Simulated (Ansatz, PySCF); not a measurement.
Molecule: propyl chloride, C₃H₇Cl, charge 0, multiplicity 1. 
Structure (B3LYP-D3(BJ)/def2-TZVP (Ansatz, a first-principles code) minimum search):
```xyz
11

C      0.8999    -0.6398     0.0082
C      2.3773    -0.2490     0.0173
C      0.0078     0.5856    -0.0017
H      0.6640    -1.2462     0.8852
H      0.6762    -1.2516    -0.8683
H      3.0115    -1.1363     0.0244
Cl    -1.7445     0.1396    -0.0126
H      2.6384     0.3393    -0.8652
H      2.6261     0.3447     0.8998
H      0.1587     1.2011     0.8831
H      0.1710     1.1957    -0.8881
```

Total electronic energies in hartree. Correlated levels leave the core frozen unless marked. No spin-orbit coupling. No relativistic terms. Basis-set limits of correlation are two-point, X^-3; Hartree-Fock from the larger set. [CCSD(T)-MP2]/basis is that difference in the basis named.

| level | program | energy (Eh) |
|---|---|---|
| HF/def2-TZVPD | PySCF | -577.24064 |
| BLYP-D3(BJ)/def2-TZVPD | Ansatz + dftd3 | -578.73383 |
| r2SCAN-D3(BJ)/def2-TZVPD | Ansatz + dftd3 | -578.68945 |
| B3LYP/def2-TZVPD | PySCF | -578.81947 |
| PBE0/def2-TZVP | Ansatz | -578.49516 |
| TPSSh/def2-TZVPD | PySCF | -578.82514 |
| PBE-QIDH/def2-TZVPD | Ansatz | -578.39239 |
| MP2/cc-pV(T+d)Z | Ansatz | -577.96946 |
| RI-MP2/CBS(cc-pV(T+d)Z,cc-pV(Q+d)Z)+[CCSD(T)-MP2]/cc-pV(T+d)Z | Ansatz | -578.1522 |

Totals of different functionals don't rank their quality; only differences between species are comparable.
